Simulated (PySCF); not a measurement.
**Frontier levels across methods**

Compound: C₄H₁₁OS (charge +1).
Cartesian coordinates in Å at the PBE0-D3(BJ)/def2-SVP level; atoms count from 1:
```xyz
17
C4H11OS angstrom
C     -2.1974   -0.0411    0.2241
C     -0.9327   -0.7682   -0.1866
S      0.5157    0.0515    0.4803
C      1.9064   -0.9616    0.0538
C      0.7259    1.5664   -0.4170
O      0.4068    0.2723    1.9150
H     -3.0599   -0.6342   -0.1113
H     -2.2570    0.0590    1.3167
H     -2.2823    0.9526   -0.2380
H     -0.7889   -0.8533   -1.2759
H     -0.8722   -1.7745    0.2607
H      1.9376   -1.1411   -1.0298
H      2.8030   -0.4281    0.4009
H      1.7898   -1.8994    0.6157
H      0.8295    1.3686   -1.4928
H      1.6255    2.0464   -0.0054
H     -0.1545    2.1881   -0.2029
```

Basis pcSseg-1 throughout (PySCF), one geometry. The structure is a single PBE0-D3(BJ)/def2-SVP conformer in the gas phase; no vibrational or solvent corrections.

**Question.** How do the orbital energies and the gap change with the method?

**Answer.** 
```csv
method,kind,HOMO (eV),LUMO (eV),gap (eV),SCF cycles
BLYP,GGA,-12.23,-5.20,7.03,15
B97-D,GGA,-12.37,-5.25,7.12,15
OPBE,GGA,-12.37,-5.31,7.06,16
PBE,GGA,-12.37,-5.36,7.01,15
KT2,GGA,-12.47,-5.45,7.02,15
BP86,GGA,-12.47,-5.42,7.05,15
KT3,GGA,-12.50,-5.43,7.07,15
LDA,LDA,-12.52,-5.56,6.96,15
B97-2,global hybrid,-13.58,-4.36,9.21,13
B3LYP,global hybrid,-13.58,-4.54,9.04,14
PBE0,global hybrid,-13.84,-4.31,9.54,14
mPW1PW91,global hybrid,-13.88,-4.32,9.56,14
CAM-B3LYP,range-separated hybrid,-15.21,-3.21,12.00,12
BHandHLYP,global hybrid,-15.21,-3.28,11.93,12
wB97X-D,range-separated hybrid,-15.73,-2.49,13.24,13
LC-wPBE,range-separated hybrid,-16.56,-2.00,14.56,13
HF,Hartree–Fock,-17.39,-0.99,16.40,10
```

The HOMO spans 5.16 eV, from BLYP down to HF, and the gap runs from 6.96 eV (LDA) to 16.40 eV (HF). Over the methods BLYP (0 %), B97-D (0 %), OPBE (0 %), PBE (0 %), KT2 (0 %), BP86 (0 %), KT3 (0 %), LDA (0 %), B97-2 (21 %), B3LYP (20 %), PBE0 (25 %), mPW1PW91 (25 %), BHandHLYP (50 %), HF (100 %), a straight line through the gap against the share of exact exchange rises by 0.95 eV for each 10 % (correlation coefficient 0.999).

The vertical ΔSCF ionisation energy at CAM-B3LYP/def2-SVPD is 16.02 eV; −ε(HOMO) comes closest to it with wB97X-D (15.73 eV).
